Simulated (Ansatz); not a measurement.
A calculation on bcc Mo returned lattice constant a 3.137 Å, bulk modulus 273 GPa.

For reference: lattice constant a 3.141 Å (measured, static lattice: zero-point anharmonic expansion removed; as tabulated in Mejia-Rodriguez and Trickey (2018), arXiv:1807.09216); bulk modulus 265 GPa (measured, zero-point energy and finite temperature contributions removed, our sources range from 265 to 278; as tabulated in doi:10.1021/acs.jctc.3c00612).

### Question
Which level of theory produced these numbers?
A) rVV10 (Ansatz (a first-principles code))
B) PBE-D4 (Ansatz)
C) BLYP (Ansatz)
D) B3LYP (VWN-RPA form) (Ansatz)

### Answer
B, PBE-D4 (Ansatz)

The others give: BLYP 3.202 Å, 234 GPa; B3LYP (VWN-RPA form) 3.174 Å, 264 GPa; rVV10 3.184 Å, 253 GPa.

Unless a cell is named, each level is at its own relaxed cell (B3LYP (VWN-RPA form) 15.99, BLYP 16.41, PBE-D4 15.44, rVV10 16.13 Å³/atom).

Ansatz's density-functional and Hartree–Fock values are scalar-relativistic unless marked +SOC, with PAW data made under PBE.
